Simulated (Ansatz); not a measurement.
hcp Os, treated with PBE (PAW; Ansatz, a quantum-chemistry and plane-wave program).

Run with plane-wave cutoff 520 eV, 30×30×16 k mesh (along the axes of the cell as run), Fermi–Dirac smearing 0.068 eV (set by the program), no spin polarisation, scalar-relativistic PAW data made under PBE.

Computed at the level's own relaxed cell.

Elastic tensor (GPa, Voigt notation, ions relaxed):

```
  730.6   219.9   214.8     0.0     0.0     0.0
  219.9   730.6   214.8     0.0     0.0     0.0
  214.8   214.8   821.4     0.0     0.0     0.0
    0.0     0.0     0.0   257.6     0.0     0.0
    0.0     0.0     0.0     0.0   257.6     0.0
    0.0     0.0     0.0     0.0     0.0   255.4
```

### Question
Work out the Voigt, Reuss and Hill averages of the bulk and shear moduli, Young's modulus and Poisson's ratio from the printed constants.

### Answer
K_V = [C11 + C22 + C33 + 2(C12 + C13 + C23)]/9 = [2282.6 + 2 × 649.5]/9 = 398.0 GPa. G_V = [2282.6 − 649.5 + 3 × 770.6]/15 = 263.0 GPa. From the compliances S = C⁻¹, K_R = 397.0 and G_R = 262.3 GPa. Hill means: K = 397.5, G = 262.6 GPa. E = 9KG/(3K + G) = 646 GPa, ν = (3K − 2G)/(6K + 2G) = 0.23, K/G = 1.51.

Measured, for comparison: elastic constant C11 763 GPa, elastic constant C12 228 GPa, elastic constant C44 269 GPa, elastic constant C33 843 GPa, elastic constant C13 218 GPa (0 K, extrapolated to 0 K (read from the set's bulk modulus against, 405 at 300 K); as tabulated in Liu et al. (2023), arXiv:2002.00005). Computed (rounded) less measured: elastic constant C11 -4 %, elastic constant C12 -4 %, elastic constant C44 -4 %, elastic constant C33 -3 %, elastic constant C13 -1 %.

Spin–orbit coupling is not included.
